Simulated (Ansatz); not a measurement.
## LiO (charge +1): a comparison of methods with full CI

Run with Ansatz's Python interface.

The script, `fci_lio.py`:
```python
"""Approximate methods against full CI for LiO(+) in a small basis."""

import ansatz as az
from ase import Atoms

config = {
    "basis": "6-31G",
    "net_charge": 1,
}


def main() -> None:
    atoms = Atoms(["Li", "O"], positions=[
        (0.0, 0.0, 0.0),
        (0.0, 0.0, 1.985),
    ])
    molecule = az.Crystal.molecule_from_ase(atoms)

    calculation = molecule.calculation()
    calculation = calculation.basis(gaussian=config["basis"]).charge(config["net_charge"])
    calculation = calculation.spin("collinear", total=2)
    calculation = calculation.accuracy("medium")
    exact = calculation.correlation("fci").run().report
    print(f"full CI {exact['free_energy_ev'] / 27.211386246:.7f} Ha over {exact['configurations']['states'][0]['n_determinants']} determinants")
    print("natural occupations", [round(n, 4) for n in exact["configurations"]["natural_occupations"]])
    print(f"hf       misses {1000 * (exact['reference_energy_ev'] - exact['free_energy_ev']) / 27.211386246:9.3f} mHa")
    for method in ["mp2", "ccsd", "ccsd_t", "bccd_t"]:
        e = calculation.correlation(method).run().report["free_energy_ev"]
        print(f"{method:8s} misses {1000 * (e - exact['free_energy_ev']) / 27.211386246:9.3f} mHa")


if __name__ == "__main__":
    main()
```

```console
$ python fci_lio.py
full CI -82.0905221 Ha over 1416224 determinants
natural occupations [1.9999, 1.9886, 1.9794, 0.9949, 0.9949, 0.0194, 0.0099, 0.0061, 0.0061, 0.0005, 0.0001, 0.0001, 0.0, 0.0, 0.0, 0.0, 0.0]
hf       misses    63.165 mHa
mp2      misses     9.214 mHa
ccsd     misses     0.540 mHa
ccsd_t   misses     0.077 mHa
bccd_t   misses     0.087 mHa
```

Reading the output:
- The settings weren't tested for convergence.
- Full CI is exact only within this small basis and its frozen core, at an unrelaxed geometry.
- The run takes the species as open-shell (spin multiplicity 3), which needn't be its ground state.
- The spin state was assumed, and another may lie lower.
- Wall time of the script: 8.4 s on 1 thread of Arm Neoverse V1 (shared host), peak memory 0.27 GiB.
